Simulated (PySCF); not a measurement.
**A gas-phase reaction: H4OSi + ClH → ClH3Si + H2O**

Aim: the reaction energy of `O[SiH3]` + `Cl` → `[SiH3]Cl` + `O`.

Computed with PySCF 2.14.0; each step states its level. No surroundings beyond the atoms listed, unless a continuum is named. Atoms count from 0, parts from 1.

## Step 1: The system as given

Each species was relaxed by itself at PBE0-D3(BJ)/def2-SVPD.

## Step 2: Energies of the species: wB97M-D3(BJ)/def2-TZVPD

The job: settings as JSON, then the geometry in Å.

```
{"job": {"kind": "react", "xc": "wB97M-D3(BJ)", "basis": "def2-TZVPD"}, "charge": 0, "multiplicity": 1}
-1 H4OSi charge 0 multiplicity 1
O      1.164610    -0.514450    -0.127440
Si    -0.432670    -0.012940    -0.011520
H      1.852490     0.105690     0.122670
H     -1.246190    -1.171380    -0.465300
H     -0.784880     0.345880     1.395690
H     -0.691160     1.172640    -0.883750

-1 ClH charge 0 multiplicity 1
Cl     0.644660     0.009010    -0.002710
H     -0.643440    -0.007860     0.003520

+1 ClH3Si charge 0 multiplicity 1
Si    -0.016840     0.072470     0.016210
Cl     2.065420     0.120290    -0.010140
H     -0.470310    -0.799210    -1.099650
H     -0.510220     1.463540    -0.162800
H     -0.447100    -0.478470     1.328450

+1 H2O charge 0 multiplicity 1
O      0.000440     0.389400    -0.000890
H     -0.763100    -0.193820     0.003300
H      0.762680    -0.195540    -0.002410
```

With the program's defaults for keys left out, this is: wB97M-D3(BJ)/def2-TZVPD reaction energy of separated species, gas phase.

The run is started by

```console
OMP_NUM_THREADS=1 python cluster_run.py task.json out
```

The driver reads the jobs from task.json and runs them one after another.

Standard output:

```text
species 1 (H4OSi)
coarse grid: 21480 points
cycle   1  E = -367.1688107435  dE = -1.047e-01  |g| = 6.542e-01  |ddm| = 1.653e+00
cycle   2  E = -367.1468410209  dE =  2.197e-02  |g| = 7.799e-01  |ddm| = 6.949e-01
cycle   3  E = -367.2485020574  dE = -1.017e-01  |g| = 3.328e-02  |ddm| = 3.547e-01
cycle   4  E = -367.2487676837  dE = -2.656e-04  |g| = 9.090e-03  |ddm| = 3.778e-02
cycle   5  E = -367.2487891027  dE = -2.142e-05  |g| = 1.523e-03  |ddm| = 1.270e-02
cycle   6  E = -367.2487899373  dE = -8.346e-07  |g| = 3.489e-04  |ddm| = 2.903e-03
final grid: 44624 points
cycle   7  E = -367.2487589016  dE = -7.023e-08  |g| = 1.253e-04  |ddm| = 1.545e-03
cycle   8  E = -367.2487589080  dE = -6.440e-09  |g| = 5.077e-05  |ddm| = 2.528e-04
cycle   9  E = -367.2487589088  dE = -7.579e-10  |g| = 1.426e-05  |ddm| = 5.958e-05
converged SCF energy = -367.2487589088

species 2 (ClH)
coarse grid: 8792 points
cycle   1  E = -460.8503328853  dE = -8.165e-02  |g| = 2.169e-01  |ddm| = 7.239e-01
cycle   2  E = -460.8625125636  dE = -1.218e-02  |g| = 1.397e-01  |ddm| = 2.651e-01
cycle   3  E = -460.8670520827  dE = -4.540e-03  |g| = 1.358e-02  |ddm| = 9.818e-02
cycle   4  E = -460.8670931661  dE = -4.108e-05  |g| = 3.364e-03  |ddm| = 9.545e-03
cycle   5  E = -460.8670994147  dE = -6.249e-06  |g| = 8.516e-04  |ddm| = 3.915e-03
final grid: 17120 points
cycle   6  E = -460.8670681272  dE = -3.715e-07  |g| = 3.676e-04  |ddm| = 8.890e-04
cycle   7  E = -460.8670681735  dE = -4.627e-08  |g| = 1.618e-04  |ddm| = 3.981e-04
cycle   8  E = -460.8670681801  dE = -6.575e-09  |g| = 4.221e-05  |ddm| = 1.295e-04
cycle   9  E = -460.8670681814  dE = -1.312e-09  |g| = 3.972e-06  |ddm| = 6.531e-05
cycle  10  E = -460.8670681814  dE = -2.615e-12  |g| = 8.165e-07  |ddm| = 3.312e-06
converged SCF energy = -460.8670681814

species 3 (ClH3Si)
coarse grid: 20144 points
cycle   1  E = -751.6190251169  dE = -1.337e-01  |g| = 2.750e-01  |ddm| = 1.536e+00
cycle   2  E = -751.6337510438  dE = -1.473e-02  |g| = 2.068e-01  |ddm| = 4.377e-01
cycle   3  E = -751.6434524805  dE = -9.701e-03  |g| = 1.659e-02  |ddm| = 1.790e-01
cycle   4  E = -751.6435310659  dE = -7.859e-05  |g| = 4.469e-03  |ddm| = 2.232e-02
cycle   5  E = -751.6435407602  dE = -9.694e-06  |g| = 1.072e-03  |ddm| = 9.628e-03
final grid: 39792 points
cycle   6  E = -751.6435043296  dE = -3.374e-07  |g| = 6.068e-04  |ddm| = 2.063e-03
cycle   7  E = -751.6435043874  dE = -5.783e-08  |g| = 3.992e-04  |ddm| = 8.924e-04
cycle   8  E = -751.6435044146  dE = -2.717e-08  |g| = 4.073e-05  |ddm| = 3.604e-04
cycle   9  E = -751.6435044158  dE = -1.231e-09  |g| = 1.637e-05  |ddm| = 7.472e-05
cycle  10  E = -751.6435044159  dE = -1.260e-10  |g| = 2.474e-06  |ddm| = 2.990e-05
converged SCF energy = -751.6435044159

species 4 (H2O)
coarse grid: 10128 points
cycle   1  E = -76.4117498978  dE = -7.453e-02  |g| = 5.872e-01  |ddm| = 8.994e-01
cycle   2  E = -76.4087430308  dE =  3.007e-03  |g| = 6.461e-01  |ddm| = 5.038e-01
cycle   3  E = -76.4759334106  dE = -6.719e-02  |g| = 2.731e-02  |ddm| = 2.374e-01
cycle   4  E = -76.4760586133  dE = -1.252e-04  |g| = 5.497e-03  |ddm| = 1.609e-02
cycle   5  E = -76.4760672901  dE = -8.677e-06  |g| = 8.214e-04  |ddm| = 5.831e-03
final grid: 21952 points
cycle   6  E = -76.4760630015  dE = -1.975e-07  |g| = 5.842e-04  |ddm| = 1.373e-03
cycle   7  E = -76.4760630083  dE = -6.840e-09  |g| = 6.465e-04  |ddm| = 6.469e-04
cycle   8  E = -76.4760630719  dE = -6.362e-08  |g| = 3.198e-05  |ddm| = 2.235e-04
cycle   9  E = -76.4760630728  dE = -8.220e-10  |g| = 4.134e-06  |ddm| = 1.105e-04
converged SCF energy = -76.4760630728

Reaction energy = -2.466 kcal/mol
```

Wall time 7 s (1 thread of Arm Neoverse V1, shared host); peak memory 0.43 GiB.

Species by species (with the dispersion term, which the log's SCF energies lack):

| ν | species | energy (Eh) | HOMO (eV) |
| --- | --- | --- | --- |
| -1 | O[SiH3] | -367.25264 | -11.19 |
| -1 | Cl | -460.86761 | -11.93 |
| +1 | [SiH3]Cl | -751.64737 | -11.36 |
| +1 | O | -76.47682 | -11.72 |

## Step 3: Reaction energy: PBE0-D3(BJ)/def2-TZVPD

Settings changed since step 2:

```diff
@@ -1,2 +1,2 @@
-{"job": {"kind": "react", "xc": "wB97M-D3(BJ)", "basis": "def2-TZVPD"}, "charge": 0, "multiplicity": 1}
+{"job": {"kind": "react", "xc": "PBE0", "basis": "def2-TZVPD", "disp": "d3bj"}, "charge": 0, "multiplicity": 1}
 -1 H4OSi charge 0 multiplicity 1
```

Level: PBE0-D3(BJ)/def2-TZVPD reaction energy of separated species, gas phase.

Standard output:

```text
species 1 (H4OSi)
coarse grid: 5192 points
cycle   1  E = -366.9024637340  dE = -4.114e-02  |g| = 7.017e-01  |ddm| = 1.659e+00
cycle   2  E = -366.7142821877  dE =  1.882e-01  |g| = 1.212e+00  |ddm| = 9.231e-01
cycle   3  E = -366.9887396429  dE = -2.745e-01  |g| = 5.291e-02  |ddm| = 6.171e-01
cycle   4  E = -366.9893392994  dE = -5.997e-04  |g| = 1.057e-02  |ddm| = 4.172e-02
cycle   5  E = -366.9893572226  dE = -1.792e-05  |g| = 1.260e-03  |ddm| = 7.468e-03
cycle   6  E = -366.9893576537  dE = -4.311e-07  |g| = 2.326e-04  |ddm| = 1.532e-03
final grid: 44624 points
cycle   7  E = -366.9884041645  dE = -1.189e-05  |g| = 3.341e-03  |ddm| = 1.535e-02
cycle   8  E = -366.9884015721  dE =  2.592e-06  |g| = 5.032e-03  |ddm| = 3.901e-03
cycle   9  E = -366.9884058554  dE = -4.283e-06  |g| = 3.008e-04  |ddm| = 2.425e-03
cycle  10  E = -366.9884058696  dE = -1.423e-08  |g| = 4.412e-05  |ddm| = 1.911e-04
cycle  11  E = -366.9884058699  dE = -2.733e-10  |g| = 6.648e-06  |ddm| = 3.616e-05
converged SCF energy = -366.9884058699

species 2 (ClH)
coarse grid: 2248 points
cycle   1  E = -460.6537834640  dE = -4.644e-02  |g| = 1.882e-01  |ddm| = 7.411e-01
cycle   2  E = -460.6558521350  dE = -2.069e-03  |g| = 1.902e-01  |ddm| = 3.151e-01
cycle   3  E = -460.6653812766  dE = -9.529e-03  |g| = 1.506e-02  |ddm| = 1.513e-01
cycle   4  E = -460.6654033339  dE = -2.206e-05  |g| = 2.693e-03  |ddm| = 7.323e-03
cycle   5  E = -460.6654048818  dE = -1.548e-06  |g| = 1.111e-03  |ddm| = 2.553e-03
final grid: 17120 points
cycle   6  E = -460.6658902459  dE = -4.429e-06  |g| = 2.164e-03  |ddm| = 7.336e-03
cycle   7  E = -460.6658902754  dE = -2.948e-08  |g| = 1.795e-03  |ddm| = 2.512e-03
cycle   8  E = -460.6658908931  dE = -6.177e-07  |g| = 1.533e-04  |ddm| = 1.363e-03
cycle   9  E = -460.6658909000  dE = -6.899e-09  |g| = 2.147e-05  |ddm| = 1.086e-04
cycle  10  E = -460.6658909001  dE = -1.016e-10  |g| = 4.934e-06  |ddm| = 1.681e-05
converged SCF energy = -460.6658909001

species 3 (ClH3Si)
coarse grid: 5112 points
cycle   1  E = -751.2655585254  dE = -1.060e-01  |g| = 2.254e-01  |ddm| = 1.494e+00
cycle   2  E = -751.2632406054  dE =  2.318e-03  |g| = 2.472e-01  |ddm| = 4.297e-01
cycle   3  E = -751.2787260805  dE = -1.549e-02  |g| = 2.272e-02  |ddm| = 2.172e-01
cycle   4  E = -751.2788029207  dE = -7.684e-05  |g| = 5.733e-03  |ddm| = 1.337e-02
cycle   5  E = -751.2788098400  dE = -6.919e-06  |g| = 1.809e-03  |ddm| = 5.392e-03
final grid: 39792 points
cycle   6  E = -751.2792401988  dE = -7.199e-06  |g| = 2.979e-03  |ddm| = 1.356e-02
cycle   7  E = -751.2792396690  dE =  5.299e-07  |g| = 3.018e-03  |ddm| = 4.088e-03
cycle   8  E = -751.2792418076  dE = -2.139e-06  |g| = 2.215e-04  |ddm| = 2.385e-03
cycle   9  E = -751.2792418235  dE = -1.587e-08  |g| = 2.691e-05  |ddm| = 2.075e-04
cycle  10  E = -751.2792418237  dE = -1.636e-10  |g| = 1.271e-05  |ddm| = 3.484e-05
converged SCF energy = -751.2792418237

species 4 (H2O)
coarse grid: 2328 points
cycle   1  E = -76.3044307744  dE = -5.296e-03  |g| = 6.571e-01  |ddm| = 9.011e-01
cycle   2  E = -76.1882126533  dE =  1.162e-01  |g| = 1.036e+00  |ddm| = 7.256e-01
cycle   3  E = -76.3820302450  dE = -1.938e-01  |g| = 3.132e-02  |ddm| = 4.396e-01
cycle   4  E = -76.3822125460  dE = -1.823e-04  |g| = 5.864e-03  |ddm| = 1.606e-02
cycle   5  E = -76.3822176849  dE = -5.139e-06  |g| = 7.850e-04  |ddm| = 2.507e-03
final grid: 21952 points
cycle   6  E = -76.3808944309  dE = -1.510e-05  |g| = 3.449e-03  |ddm| = 9.317e-03
cycle   7  E = -76.3808924634  dE =  1.968e-06  |g| = 4.754e-03  |ddm| = 3.323e-03
cycle   8  E = -76.3808961829  dE = -3.719e-06  |g| = 2.517e-04  |ddm| = 1.965e-03
cycle   9  E = -76.3808961935  dE = -1.061e-08  |g| = 2.399e-05  |ddm| = 1.101e-04
cycle  10  E = -76.3808961936  dE = -1.118e-10  |g| = 3.293e-06  |ddm| = 1.516e-05
converged SCF energy = -76.3808961936

Reaction energy = -3.933 kcal/mol
```

It took 3.2 s on 1 thread of Arm Neoverse V1, shared host; peak memory 0.43 GiB.

Reaction energy at this level: -3.93 kcal/mol.

## Step 4: Energies of the species: MP2/def2-TZVPD

Settings changed since step 3:

```diff
@@ -1,2 +1,2 @@
-{"job": {"kind": "react", "xc": "PBE0", "basis": "def2-TZVPD", "disp": "d3bj"}, "charge": 0, "multiplicity": 1}
+{"job": {"kind": "react", "xc": "MP2", "basis": "def2-TZVPD"}, "charge": 0, "multiplicity": 1}
 -1 H4OSi charge 0 multiplicity 1
```

Method: MP2/def2-TZVPD reaction energy of separated species, gas phase.

Standard output:

```text
species 1 (H4OSi)
final grid: 44624 points
cycle   1  E = -366.1490677924  dE = -2.082e-01  |g| = 5.094e-01  |ddm| = 1.609e+00
cycle   2  E = -366.1899536647  dE = -4.089e-02  |g| = 3.206e-01  |ddm| = 4.181e-01
cycle   3  E = -366.2073471158  dE = -1.739e-02  |g| = 4.203e-02  |ddm| = 1.600e-01
cycle   4  E = -366.2079625613  dE = -6.154e-04  |g| = 7.725e-03  |ddm| = 4.691e-02
cycle   5  E = -366.2079897732  dE = -2.721e-05  |g| = 1.418e-03  |ddm| = 1.248e-02
cycle   6  E = -366.2079910110  dE = -1.238e-06  |g| = 3.822e-04  |ddm| = 2.859e-03
cycle   7  E = -366.2079911099  dE = -9.888e-08  |g| = 9.913e-05  |ddm| = 6.814e-04
cycle   8  E = -366.2079911167  dE = -6.838e-09  |g| = 2.234e-05  |ddm| = 2.089e-04
cycle   9  E = -366.2079911171  dE = -3.319e-10  |g| = 4.458e-06  |ddm| = 4.975e-05
converged SCF energy = -366.2079911171

species 2 (ClH)
final grid: 17120 points
cycle   1  E = -460.0817346800  dE = -1.009e-01  |g| = 2.132e-01  |ddm| = 7.101e-01
cycle   2  E = -460.0969048920  dE = -1.517e-02  |g| = 8.401e-02  |ddm| = 2.053e-01
cycle   3  E = -460.0986382938  dE = -1.733e-03  |g| = 1.826e-02  |ddm| = 5.472e-02
cycle   4  E = -460.0988468620  dE = -2.086e-04  |g| = 6.315e-03  |ddm| = 1.638e-02
cycle   5  E = -460.0988768623  dE = -3.000e-05  |g| = 1.289e-03  |ddm| = 7.398e-03
cycle   6  E = -460.0988780785  dE = -1.216e-06  |g| = 2.808e-04  |ddm| = 1.659e-03
cycle   7  E = -460.0988781317  dE = -5.326e-08  |g| = 4.150e-05  |ddm| = 4.895e-04
cycle   8  E = -460.0988781325  dE = -7.317e-10  |g| = 7.806e-06  |ddm| = 6.177e-05
converged SCF energy = -460.0988781325

species 3 (ClH3Si)
final grid: 39792 points
cycle   1  E = -750.2129250469  dE = -1.790e-01  |g| = 2.933e-01  |ddm| = 1.484e+00
cycle   2  E = -750.2434175631  dE = -3.049e-02  |g| = 1.231e-01  |ddm| = 3.338e-01
cycle   3  E = -750.2474660393  dE = -4.048e-03  |g| = 2.787e-02  |ddm| = 1.240e-01
cycle   4  E = -750.2478449544  dE = -3.789e-04  |g| = 5.516e-03  |ddm| = 3.660e-02
cycle   5  E = -750.2478621804  dE = -1.723e-05  |g| = 1.172e-03  |ddm| = 1.036e-02
cycle   6  E = -750.2478632500  dE = -1.070e-06  |g| = 3.552e-04  |ddm| = 2.509e-03
cycle   7  E = -750.2478633530  dE = -1.030e-07  |g| = 8.735e-05  |ddm| = 5.415e-04
cycle   8  E = -750.2478633593  dE = -6.349e-09  |g| = 2.195e-05  |ddm| = 2.161e-04
cycle   9  E = -750.2478633597  dE = -3.661e-10  |g| = 4.868e-06  |ddm| = 4.686e-05
converged SCF energy = -750.2478633597

species 4 (H2O)
final grid: 21952 points
cycle   1  E = -76.0248949626  dE = -1.467e-01  |g| = 4.364e-01  |ddm| = 8.776e-01
cycle   2  E = -76.0503810372  dE = -2.549e-02  |g| = 2.594e-01  |ddm| = 2.972e-01
cycle   3  E = -76.0608899645  dE = -1.051e-02  |g| = 2.594e-02  |ddm| = 1.025e-01
cycle   4  E = -76.0610473219  dE = -1.574e-04  |g| = 5.694e-03  |ddm| = 1.523e-02
cycle   5  E = -76.0610616891  dE = -1.437e-05  |g| = 1.176e-03  |ddm| = 5.302e-03
cycle   6  E = -76.0610625788  dE = -8.897e-07  |g| = 2.235e-04  |ddm| = 1.658e-03
cycle   7  E = -76.0610626155  dE = -3.670e-08  |g| = 3.304e-05  |ddm| = 3.733e-04
cycle   8  E = -76.0610626162  dE = -6.656e-10  |g| = 4.158e-06  |ddm| = 3.886e-05
converged SCF energy = -76.0610626162

Reaction energy = -2.517 kcal/mol
```

Wall time 1.6 s (1 thread of Arm Neoverse V1, shared host); peak memory 0.46 GiB.

Reaction energy at this level: -2.52 kcal/mol.

## Step 5: Side by side

Energies in kcal/mol, with wall time:

| run | reaction | time |
| --- | --- | --- |
| wB97M-D3(BJ)/def2-TZVPD | -2.47 | 7 s |
| PBE0-D3(BJ)/def2-TZVPD | -3.93 | 3.2 s |
| MP2/def2-TZVPD | -2.52 | 1.6 s |

## Step 6: Outcome

```
                                                quantity                    value
               reaction energy (wB97M-D3(BJ)/def2-TZVPD)           -2.47 kcal/mol
                     ΔH, ΔG at 298 K (xTB thermal terms)      -0.8, -0.7 kcal/mol
range of the reaction energy over the runs of this table  -3.93 to -2.47 kcal/mol
```

The reaction is exothermic by 0.8 kcal/mol in the gas phase; dispersion gives -0.12, and xTB itself gave 5.43 for the electronic energy (xTB energies and thermal terms come from the earlier relaxation of each species, not shown). No barrier was sought. The reaction energy runs from -3.93 (PBE0-D3(BJ)/def2-TZVPD) to -2.47 kcal/mol (wB97M-D3(BJ)/def2-TZVPD).
